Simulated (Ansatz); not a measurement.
Process, species as SMILES: C/C=C/[SiH2]C [methyl-[(E)-prop-1-enyl]silane] + 2 C (CH4) + [SiH4] (SiH4) -> C=C (C2H4) + CC (C2H6) [ethane] + 2 C[SiH3] (CH6Si)

Quantity: bond separation energy (enthalpy at 298 K), in kcal/mol. Terms: 6-311+G** with 5d, 6d on Na to Ar in Ansatz (a first-principles code); non-relativistic; spin-orbit terms left out; valence correlation only; LANL2DZ with its own core potentials from Na on; 6-31G* and kin with 6d, 5d where marked; dispersion terms only where a functional's name holds one. CBS marks a two-point X^-3 extrapolation of the correlation energy; Hartree-Fock from the larger set. The bracket is a focal-point correction in the basis named. Ab initio and DFT rows: single points at B3LYP-D3(BJ) geometries (Ansatz), with unscaled harmonic terms from B3LYP/6-31G* (Ansatz) at its own minima.

Coupled cluster (Ansatz) is a level with limits of its own, used here on species with T1 under 0.025 (0.045 for open shells) and stable references: RI-MP2/CBS(cc-pV(T+d)Z,cc-pV(Q+d)Z)+[CCSD(T)-MP2]/cc-pV(T+d)Z.

Value to compare with, RI-MP2/CBS(cc-pV(T+d)Z,cc-pV(Q+d)Z)+[CCSD(T)-MP2]/cc-pV(T+d)Z (Ansatz): 8.3 kcal/mol.

```tsv
level	program	bond separation energy (enthalpy at 298 K) (kcal/mol)	difference
B3LYP/STO-3G	Ansatz	9.1	0.8
B3LYP/3-21G	Ansatz	8.8	0.5
B3LYP/LANL2DZ	Ansatz	8.7	0.4
B3LYP/6-31G	Ansatz	8.8	0.5
B3LYP/6-31G*	Ansatz	9.2	0.9
B3LYP/6-31+G*	Ansatz	8.2	-0.1
B3LYP/6-31G**	Ansatz	8.9	0.6
B3LYP/def2-SVP	Ansatz	7.5	-0.8
B3LYP/cc-pVDZ	Ansatz	7.3	-1.0
B3LYP/6-311+G**	Ansatz	7.2	-1.1
B3LYP/def2-TZVPD	Ansatz	7.3	-1.0
```

6 of the 10 habitual levels lie above RI-MP2/CBS(cc-pV(T+d)Z,cc-pV(Q+d)Z)+[CCSD(T)-MP2]/cc-pV(T+d)Z (Ansatz); their mean absolute difference is 0.7 kcal/mol, the median 0.7.

The sets are all those run for this method; left out are runs that failed, that the program found above a lower state of the same kind, or whose <S^2> lies over 0.5 above the pure value.
